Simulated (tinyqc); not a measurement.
ROHF in the sto-3g basis, for BH2, spin multiplicity 2, step by step. One step of it, computed by the program tinyqc.

Question. Iteration 2: DIIS coefficients. Solve [B -1; -1 0][c; lambda] = [0; -1] for the coefficients, which sum to one.

B (overlaps of the stored error matrices):
```
[[5.6816452e-01, 3.3064762e-02],
 [3.3064762e-02, 6.4165599e-02]]
```

Give: DIIS coefficients.

Answer.

DIIS coefficients: [0.0549, 0.9451]
